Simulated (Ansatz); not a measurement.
A nudged elastic band was laid between two geometries of AlFH$_{3}$N (6 atoms, charge 0, multiplicity 1).

Level of theory: RKS B3LYP/def2-mTZVP (Ansatz 0.2.0).

```json
{
  "movable images": "7",
  "climbing image": "yes",
  "spring": "5.0 eV/Å²",
  "optimiser": "quadratic models (default)",
  "start path": "straight line",
  "force threshold": "0.03 eV/Å",
  "iteration limit": "60",
  "end points": "relaxed"
}
```

Image 0:

```xyz
6
Properties=species:S:1:pos:R:3
Al 0.183 -0.024 0.159
H 0.261 -0.552 1.632
F 1.556 0.537 -0.588
N -1.319 0.006 -0.766
H -2.214 -0.316 -0.422
H -1.409 0.348 -1.713
```

Image 8:

```xyz
6
Properties=species:S:1:pos:R:3
Al -1.379 -0.531 0.672
H 1.562 -0.165 1.347
F 1.299 0.104 0.492
N -1.460 0.065 -1.034
H -2.294 0.106 -1.611
H -0.671 0.422 -1.565
```

Task: What changes between the two ends?

Result: Bonds broken: Al1–H2, Al1–F3. Bonds formed: H2–F3. AlFH3N becomes AlH2N + FH.

Task: What energy profile does the band end with?

Result: The forces met the threshold. The highest image is number 5 of 0 to 8, 79.0 kcal/mol above the first end and 14.7 kcal/mol above the last; the last end lies 64.3 kcal/mol above the first. Neighbouring images differ by up to 1.3 eV, so the band resolves the path poorly. Another band between the same ends (7 images) ends at a top of the same energy, where a vibrational analysis finds 1 clearly imaginary mode. The orbitals stay closed-shell, which can raise the energy where a bond breaks towards radicals; this wasn't checked here.

```csv
image,path coordinate (Å),energy (kcal/mol),Al1–H2 (Å),Al1–F3 (Å),H2–F3 (Å)
0,0.00,0.0,1.57,1.66,2.79
1,0.38,1.8,1.57,1.66,2.69
2,0.75,9.6,1.57,1.66,2.42
3,1.13,28.0,1.57,1.67,2.04
4,1.50,58.5,1.62,1.76,1.62
5,1.88,79.0,1.75,1.93,1.21
6,2.32,68.1,2.15,2.31,0.96
7,2.75,64.7,2.64,2.67,0.94
8,3.19,64.3,3.04,2.76,0.93
```

Task: What is the geometry of the highest image?

Result: 
```xyz
6
Properties=species:S:1:pos:R:3
Al -0.574 -0.316 0.531
H 0.918 -0.333 1.440
F 1.297 0.132 0.387
N -1.364 0.083 -1.013
H -2.343 -0.044 -1.234
H -0.877 0.478 -1.810
```

Run time: 2.1 min on 1 thread of Intel(R) Xeon(R) Platinum 8488C (Sapphire Rapids) (shared host), peak memory 0.14 GiB.
